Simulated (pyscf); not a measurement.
A first-order saddle from PySCF, ωB97X-D3(BJ)/def2-SVP:

```
C
H 1 1.1025
H 1 1.1053 2 107.88
H 1 1.1055 2 107.80 3 115.16
Al 1 1.9599 2 114.13 4 122.37
F 5 1.9219 1 108.89 2 178.30
H 6 1.1897 5 62.43 1 179.92
```
Charge 0, spin multiplicity 1.

Surface: singlet, charge 0. Lowest wavenumbers (cm⁻¹): 1292i, 49, 165, 383, 519.

Problem. Which two sides does it connect, and which bonds change?

Solution. H₃C–Al (SMILES [CH3][Al]) [singlet] + HF (SMILES F) <-> H₃C–AlH–F (SMILES [CH3][AlH][F]), an insertion read from left to right: F–H broken and Al–F, Al–H formed. At CCSD(T)/def2-TZVPP + ΔMP2(QZVPP) it lies +11.6 kcal/mol from the left side and +82.2 kcal/mol from the right (each side as separated species at their lowest minima found). On the reactant side the descent ends in a complex, 4.3 kcal/mol under the separated species and 13.2 kcal/mol under the saddle at ωB97X-D3(BJ)/def2-TZVP. At ωB97X-D3(BJ) the barrier from the zero used here is 8.9 kcal/mol. One saddle was located; it need not be the lowest between these sides. The CCSD(T) − MP2 part came from Ansatz, without density fitting, on the same reference.
